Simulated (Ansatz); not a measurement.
**NHCl (quartet): the correlation ladder at distance Cl1–H2 along a hydrogen transfer = 1.555 Å, 6-31G**

How much of the correlation energy of NHCl (quartet) does each wave-function method recover here?

Program: Ansatz 0.2.0, Gaussian basis. Level of theory: 6-31G, core rule «outside noble gas», up to 6 orbitals frozen. These are calculated values, not measurements.

To be run: UHF; CCSD(T) on ROHF; CCSD(T) on UHF; BCCD(T) on ROHF; CISD; CCSDT(Q) on ROHF; CCSDT(Q) on UHF; CCSDTQ on ROHF; CCSDTQ on UHF; CASSCF and MRCISD+Q, 5 electrons in 5 orbitals; CASSCF and NEVPT2, 5 electrons in 5 orbitals; CASSCF and MRCISD+Q, 13 electrons in 9 orbitals; CASSCF and NEVPT2, 13 electrons in 9 orbitals; Full CI.

## (1) What is computed

The geometry derives from fragments relaxed apart (PBE0/def2-TZVP) and kept rigid, so it is no stationary point. A hydrogen atom is moved between rigid fragments.

3 atoms, charge 0, spin multiplicity 4.

Atoms are counted from 1 here; the program's logs count them from 0.

Bond lengths: Cl1–H2 1.555 Å.

## (2) UHF

in.yaml reads:

```yaml
crystal:
  periodic: [false, false, false]
  atoms:
    - {symbol: Cl, position_ang: [0.000000, 0.000000, -1.506333]}
    - {symbol: H, position_ang: [0.000000, 0.000000, 0.048667]}
    - {symbol: N, position_ang: [0.000000, 0.000000, 1.457667]}
basis:
  gaussian: {orbitals: 6-31G}
magnetization: {spin_polarized: true, initial_magnetization: 3}
hamiltonian: {xc: hf}
output: {orbitals: {seedname: orbitals}}
```

The run is started by

```sh
ansatz run in.yaml --threads 1 --pin off --events-out ev --progress --plain --max-ram 2816MiB --backend cpu
```

After this run come: CCSD(T) on ROHF; CCSD(T) on UHF; BCCD(T) on ROHF; CISD; CCSDT(Q) on ROHF; CCSDT(Q) on UHF; CCSDTQ on ROHF; CCSDTQ on UHF; CASSCF and MRCISD+Q, 5 electrons in 5 orbitals; CASSCF and NEVPT2, 5 electrons in 5 orbitals; CASSCF and MRCISD+Q, 13 electrons in 9 orbitals; CASSCF and NEVPT2, 13 electrons in 9 orbitals; Full CI.

Before running them: what should the planned runs give, taken together? Wanted: FCI below the RHF energy; RMP2 from FCI; UMP2 from FCI; RCCSD from FCI; RCCSD(T) from FCI; UCCSD(T) from FCI; RCCSDT(Q) from FCI; UCCSDT(Q) from FCI; NEVPT2 pair from FCI.

The runs gave:

| quantity | value |
| --- | --- |
| FCI below the RHF energy | -3.1023 eV |
| RMP2 from FCI | +669.4 meV |
| UMP2 from FCI | +612.1 meV |
| RCCSD from FCI | +55.7 meV |
| RCCSD(T) from FCI | +13.7 meV |
| UCCSD(T) from FCI | +11.6 meV |
| RCCSDT(Q) from FCI | +0.3 meV |
| UCCSDT(Q) from FCI | -1.6 meV |
| NEVPT2 pair from FCI | +484.4 meV |
| MRCISD+Q pair from FCI | +38.5 meV |
| NEVPT2 valence from FCI | +574.7 meV |
| levels within 1 kcal/mol (43 meV) | RCCSD(T), UCCSD(T), BCCD(T), RCCSDT, UCCSDT, RCCSDT(Q), UCCSDT(Q), RCCSDTQ, UCCSDTQ, MRCISD+Q pair, MRCISD+Q valence |
| T1 diagnostic | 0.033 |
| effectively unpaired electrons | 3.03 |

What this shows: RCCSD(T) lands +13.7 meV from the yardstick (0.4 % of the correlation energy). One determinant dominates. Of the multireference levels listed MRCISD+Q valence comes nearest in total energy (+30.0 meV), which doesn't show that its space is the better one. These misses are within one basis, not against nature; the frozen cores of restricted and unrestricted runs differ, which can shift their rows.
